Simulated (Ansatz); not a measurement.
Ansatz (a first-principles code) input (CCSD(T,core; 1s of Na to Cl frozen)/cc-pwCVTZ):
A basis named .json is the Basis Set Exchange file of that set.

Ansatz 0.2 input:
```yaml
crystal:
  periodic: [false, false, false]
  atoms:
    - {symbol: C, position_ang: [0.17374100, 0.87290308, -0.00032070]}
    - {symbol: C, position_ang: [1.58893377, 0.53736175, -0.01617525]}
    - {symbol: Cl, position_ang: [-0.85056784, -0.69876990, 0.00792755]}
    - {symbol: H, position_ang: [-0.14506536, 1.39307162, 0.89742769]}
    - {symbol: H, position_ang: [-0.16432700, 1.39624905, -0.88913114]}
    - {symbol: H, position_ang: [2.10649887, 0.31243964, 0.90551097]}
    - {symbol: H, position_ang: [2.08649814, 0.31573899, -0.94960019]}
basis:
  gaussian:
    orbitals: cc-pwCVTZ.json
magnetization: {spin_polarized: true, initial_magnetization: 1}
correlation: {method: ccsd_t, frozen_orbitals: {C: 0, Cl: 1, H: 0}}
```

End of the output:

```
integrals: 1.37 GiB planned
1162 factors; integrals over basis functions are off by at most 1.1e-3 eV
mean field: 0.79 GiB planned
mean field evaluation 1: about -14626.3734 eV, gradient 1.4e1 eV
mean field evaluation 2: about -14626.3748 eV, gradient 1.4e1 eV
mean field evaluation 4: about -14627.9031 eV, gradient 2.0e0 eV
mean field evaluation 8: about -14627.9555 eV, gradient 1.6e-1 eV
mean field evaluation 16: about -14627.9449 eV, gradient 7.3e-1 eV
mean field -14627.95609905 eV, -537.5674714555 hartree, gradient 1.5e-6 eV, S^2 0.770833; 0 other end points of the search recorded, 0 dependent functions left out
1 core orbitals not correlated
reference -14627.95609905 eV, -537.5674714555 hartree; 16, 15 occupied and 184, 185 virtual orbitals, 1162 factors
second order -23.98952454 eV of doubles, -0.00000000 eV of singles
coupled cluster: 4.61 GiB planned
cycle   1  -24.64869880 eV  change   -6.6e-1 eV  update   7.7e-2
cycle   2  -25.05194347 eV  change   -4.0e-1 eV  update   2.3e-2
cycle   3  -25.12618338 eV  change   -7.4e-2 eV  update   1.3e-2
cycle   4  -25.11951128 eV  change    6.7e-3 eV  update   4.7e-3
cycle   5  -25.12015346 eV  change   -6.4e-4 eV  update   2.4e-3
cycle   6  -25.12125791 eV  change   -1.1e-3 eV  update   9.0e-4
cycle   7  -25.12113624 eV  change    1.2e-4 eV  update   4.4e-4
cycle   8  -25.12106849 eV  change    6.8e-5 eV  update   2.0e-4
cycle   9  -25.12111176 eV  change   -4.3e-5 eV  update   8.8e-5
cycle  10  -25.12106539 eV  change    4.6e-5 eV  update   3.2e-5
cycle  11  -25.12109435 eV  change   -2.9e-5 eV  update   1.7e-5
perturbative correction -0.70982149 eV, -0.0260854588 hartree
Total energy: -14653.78701490 eV, -538.5167401040 hartree
```

It need not be the lowest isomer of its formula.
